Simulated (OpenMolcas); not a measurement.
# C2H2O2 (glyoxal) at HF/def2-TZVP

Aim: the energy change on altering one bond length of C2H2O2 (glyoxal) at HF/def2-TZVP, from 2 runs. 

The results are computed with OpenMolcas 26.06.

7 further runs of the same task are left out: 7 set aside as unsound or not needed.

## 1. Starting point

C2H2O2: 6 atoms, total charge 0, spin state singlet. SMILES: `O=CC=O`. The shape is that of a PBE0-D4/def2-TZVP optimisation. This is one conformer, not always the lowest.

Bond lengths: O1–C2 1.197 Å, C2–C3 1.519 Å, C3–O4 1.197 Å, C2–H5 1.108 Å, C3–H6 1.108 Å. Angles: O1–C2–C3 121.5°, C2–C3–O4 121.5°, O1–C2–H5 123.7°, C3–C2–H5 114.8°, C2–C3–H6 114.8°, O4–C3–H6 123.7°.

## 2. The energy at HF/def2-TZVP

job.inp reads:

```
&GATEWAY
  BasLib=$CurrDir
  Coord
  6
  bohr
  O      2.15234136    -0.55654324    -2.37292909
  C      0.98870471     0.62391198    -0.83259443
  C     -0.98908265    -0.62381749     0.83221649
  O     -2.14856191     0.55546610     2.37657627
  H      1.25045067     2.67458608    -0.49947351
  H     -1.25383328    -2.67362232     0.49618539
  Basis=def2-TZVP
  Group=NoSym

&SEWARD

&SCF
  Thresholds=1e-06 0.001 0.001 0.01
  PrOrbitals=1 1
```

The basis set def2-TZVP is read from a file made from the Basis Set Exchange's data (not shown).

Launch:

```sh
$ export MOLCAS_MEM=1860
$ pymolcas job.inp > job.log
```

The log of the run, cut to the lines that bear on the results:

```text
--- Start Module: gateway ---
[...]
--- Stop Module: gateway /rc=_RC_ALL_IS_WELL_ ---
--- Start Module: seward ---
[...]
      Basis functions          136
--- Stop Module: seward /rc=_RC_ALL_IS_WELL_ ---
[...]
--- Start Module: scf ---
[...]
       Convergence after   9 Iterations
[...]
::    Total SCF energy                               -226.6867141275
[...]
      Total spin, S                                     0.0000000000
[...]
      Total electronic charge=   30.000000
      Total            charge=   -0.000000
[...]
      Dipole Moment (debye):
      Origin of the operator (angstrom)=    0.0005   -0.0001    0.0005
                   X= -4.7637E-03               Y=  1.3353E-03               Z= -4.5992E-03           Total=  6.7549E-03
      Quadrupole Moment (debye*angstrom):
[...]
--- Stop Module: scf /rc=_RC_ALL_IS_WELL_ ---
[...]
```

It took 21 s on 1 thread of Arm Neoverse V1, shared host; peak memory 1 GiB.

## 3. The distorted shape at the same level

job.input reads:

```
* C2H2O2 Hartree-Fock

&GATEWAY
 BasLib=$CurrDir
 Coord
 6
 bohr
 O      3.89153946    -2.32544784    -4.68944042
 C      2.72790281    -1.14499262    -3.14910575
 C      0.75011545    -2.39272209    -1.48429483
 O     -2.14856191     0.55546610     2.37657627
 H      2.98964877     0.90568148    -2.81598483
 H      0.48536482    -4.44252691    -1.82032593
 Basis=def2-TZVP
 Group=NoSym

&SEWARD

&SCF
 Thresholds=1e-06 0.001 0.001 0.01
 PrOrbitals=1 1
```

The basis set def2-TZVP is read from a file made from the Basis Set Exchange's data (not shown).

Launch:

```sh
$ export MOLCAS_MEM=1860
$ pymolcas job.input > job.log
```

The log of the run, cut to the lines that bear on the results:

```text
--- Start Module: gateway ---
[...]
--- Stop Module: gateway /rc=_RC_ALL_IS_WELL_ ---
--- Start Module: seward ---
[...]
      Basis functions          136
--- Stop Module: seward /rc=_RC_ALL_IS_WELL_ ---
[...]
--- Start Module: scf ---
[...]
       Convergence after  16 Iterations
[...]
::    Total SCF energy                               -226.3460374290
[...]
      Total spin, S                                     0.0000000000
[...]
      Total electronic charge=   30.000000
      Total            charge=   -0.000000
[...]
      Dipole Moment (debye):
      Origin of the operator (angstrom)=    0.6670   -0.6781   -0.8874
                   X=  1.8411E-01               Y=  5.1253E-02               Z= -1.8562E-01           Total=  2.6642E-01
      Quadrupole Moment (debye*angstrom):
[...]
--- Stop Module: scf /rc=_RC_ALL_IS_WELL_ ---
[...]
```

Run time: 27 s. Hardware: 1 thread of Arm Neoverse V1, shared host; peak memory 1 GiB.

## 4. Results

At HF/def2-TZVP:

```
                                                         quantity          value
                                        first shape: total energy  -226.68671 Eh
                                       first shape: dipole moment         0.01 D
                                         first shape: HOMO energy      -11.94 eV
                                         first shape: LUMO energy        1.15 eV
                                       first shape: HOMO–LUMO gap       13.09 eV
                                    distorted shape: total energy  -226.34604 Eh
                                   distorted shape: dipole moment         0.27 D
                                     distorted shape: HOMO energy      -10.87 eV
                                     distorted shape: LUMO energy       -0.46 eV
                                   distorted shape: HOMO–LUMO gap       10.41 eV
energy change with the C3–O4 bond stretched from 1.197 to 2.994 Å       9.270 eV
```

What this shows: One bond (distorted shape) is far stretched, which a spin-restricted single reference describes badly; a broken-symmetry solution may lie lower. With the C3–O4 bond stretched from 1.197 to 2.994 Å the energy rises by 9.27 eV (894 kJ/mol). The first shape isn't relaxed at this level, so the change isn't measured from a minimum. A restricted reference can't describe the breaking bond well at this length. Mulliken charges (first shape) run from -0.35 on O1 to +0.24 on C2; they depend strongly on the basis. Mulliken charges (distorted shape) run from -0.31 on O1 to +0.22 on C2.
